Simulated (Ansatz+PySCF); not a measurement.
singlet C₃H₆: levels of theory in one basis

```json
{"atom": "C", "x (Å)": "0.8239", "y (Å)": "-0.0060", "z (Å)": "-0.0268"}
{"atom": "C", "x (Å)": "-0.4704", "y (Å)": "0.7229", "z (Å)": "0.0192"}
{"atom": "C", "x (Å)": "-0.4099", "y (Å)": "-0.7766", "z (Å)": "0.0354"}
{"atom": "H", "x (Å)": "1.4235", "y (Å)": "0.0005", "z (Å)": "0.8848"}
{"atom": "H", "x (Å)": "1.4426", "y (Å)": "0.0372", "z (Å)": "-0.9435"}
{"atom": "H", "x (Å)": "-0.6852", "y (Å)": "1.2485", "z (Å)": "-0.9252"}
{"atom": "H", "x (Å)": "-0.7202", "y (Å)": "1.2861", "z (Å)": "0.8718"}
{"atom": "H", "x (Å)": "-0.6946", "y (Å)": "-1.2322", "z (Å)": "0.9147"}
{"atom": "H", "x (Å)": "-0.7763", "y (Å)": "-1.2798", "z (Å)": "-0.9329"}
```

Basis set: def2-SVP (spherical functions). Left uncorrelated: 3 orbitals. Charge 0, multiplicity 1.

Computed with Ansatz (development build ahead of 0.2.0); each method stands on the lowest determinant of its kind that the runs found.

```json
{"method": "RHF", "E − E(RHF) (eV)": "0.00", "<S²> of the determinant": "0.00"}
{"method": "RHF-MP2", "E − E(RHF) (eV)": "-11.52", "<S²> of the determinant": "–"}
{"method": "RHF-CCSD(T)", "E − E(RHF) (eV)": "-12.93", "<S²> of the determinant": "–"}
```

What does RHF-CCSD give on the same scale?

-12.55 eV.

Is a single determinant a sound starting point here?

By this sign, yes. Unrestricted orbitals gain 0.00 eV and <S²> is 0.00 against 0.00 for a pure state.
